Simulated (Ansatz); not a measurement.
# AlP2H+ (quartet): the correlation ladder, cc-pVDZ

One table from this session's results is given with a row withheld; the runs are named, their logs left out.

Program: Ansatz 0.2.0, Gaussian basis. Level of theory: cc-pVDZ, core rule «outside noble gas», up to 15 orbitals frozen. These are calculated values, not measurements.

Plan: UHF; CCSD(T) on ROHF; CCSD(T) on UHF; BCCD(T) on ROHF; CISD; CCSDT(Q) on ROHF; CCSDT(Q) on UHF.

28 further runs of the same task are left out: 4 for a known fault of the program, 7 that didn't finish, 17 set aside as unsound or not needed.

## The system

The geometry is a PBE0/def2-TZVP stationary point (not a proven minimum) of the parent state, kept for this charge and spin.

4 atoms, charge 1, spin multiplicity 4.

Atoms are counted from 1 here; the program's logs count them from 0.

Bond lengths: Al1–P2 2.256 Å, Al1–P3 2.256 Å, Al1–H4 1.569 Å, P2–P3 2.130 Å. Angles: P2–Al1–P3 56.3°, P2–Al1–H4 151.8°, P3–Al1–H4 151.8°, Al1–P2–P3 61.8°, Al1–P3–P2 61.8°.

Set-up of the first run:

Contents of in.yaml:

```yaml
crystal:
  periodic: [false, false, false]
  atoms:
    - {symbol: Al, position_ang: [0.000000, 0.000000, 1.352626]}
    - {symbol: P, position_ang: [0.000000, 1.064756, -0.636684]}
    - {symbol: P, position_ang: [0.000000, -1.064755, -0.636684]}
    - {symbol: H, position_ang: [0.000000, 0.000000, 2.921863]}
basis:
  gaussian: {orbitals: cc-pVDZ}
total_charge: 1
magnetization: {spin_polarized: true, initial_magnetization: 3}
hamiltonian: {xc: hf}
output: {orbitals: {seedname: orbitals}}
```

The run is started by

```console
> ansatz run in.yaml --threads 1 --pin off --events-out ev --progress --plain --max-ram 2393MiB
```

Steps of the session up to this table: UHF; CCSD(T) on ROHF; CCSD(T) on UHF; BCCD(T) on ROHF; CISD; CCSDT(Q) on ROHF; CCSDT(Q) on UHF.

One of the session's tables, all rows but one given; the rest of the session is left out.

It belongs to the step «Misses and costs». 

```
   method  from UCCSDT(Q) (meV)
     ROHF               +7660.2
      UHF               +7375.0
     RMP2               +1356.3
     UMP2               +1462.5
     CISD               +1072.4
    RCCSD                +357.5
    UCCSD                +346.8
 RCCSD(T)                     ?
 UCCSD(T)                 +68.1
  BCCD(T)                 +65.9
   RCCSDT                 +24.1
   UCCSDT                 +22.5
RCCSDT(Q)                  +0.9
UCCSDT(Q)                     0
```

**Question.** Estimate the row for RCCSD(T).

**Answer.** from UCCSDT(Q) (meV): +66.4. In the column «from UCCSDT(Q) (meV)» it lies between BCCD(T) (+65.9) and UCCSD(T) (+68.1).

Caveats from the session: Restricted and unrestricted rows rest on different reference determinants; where their highest levels disagree by more than a few hundredths of an eV, they describe different states and don't form one ladder.
